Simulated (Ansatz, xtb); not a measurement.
# C4H6O2: 3 structures ranked

3 gas-phase structures of C4H6O2, from a drawn sample of its isomers (lower ones may exist). Each was relaxed with GFN2-xTB:

A. `C[C@@H]1O[C@H]1C=O`, a singlet
B. `C[C@@]1(C=O)CO1`, a singlet
C. `C[C@@H]1O[C@@H]1C=O`, a singlet

Task: Which do you expect lowest at r2SCAN-D4/def2-SVP, and how would the others follow?

Result: Calculated order at r2SCAN-D4/def2-SVP: B (0.0), A (1.0), C (2.6) kcal/mol.

Energies above the lowest of each column, in kcal/mol; the last columns are at PBE0-D3(BJ)/def2-SVP geometries:

```json
{"structure": "B", "GFN2-xTB": "0.6", "HF/STO-3G": "0.1", "r2SCAN-D4/def2-SVP": "0.0", "PBE0-D3(BJ)/def2-SVP": "0.0", "CCSD(T)/def2-SVP + ΔMP2/def2-TZVPP": "0.0"}
{"structure": "A", "GFN2-xTB": "0.0", "HF/STO-3G": "0.0", "r2SCAN-D4/def2-SVP": "1.0", "PBE0-D3(BJ)/def2-SVP": "0.8", "CCSD(T)/def2-SVP + ΔMP2/def2-TZVPP": "0.9"}
{"structure": "C", "GFN2-xTB": "0.9", "HF/STO-3G": "1.1", "r2SCAN-D4/def2-SVP": "2.6", "PBE0-D3(BJ)/def2-SVP": "2.2", "CCSD(T)/def2-SVP + ΔMP2/def2-TZVPP": "2.3"}
```

CCSD(T)/def2-SVP + ΔMP2/def2-TZVPP has A and B within 1 kcal/mol of each other at the bottom, and every level picks one of them. Flexible structures stand in one conformer each, not always the lowest. ΔMP2 is the change of the MP2 energy from the smaller to the larger basis.

Programs: Ansatz 0.2.0, xtb 6.7.1.
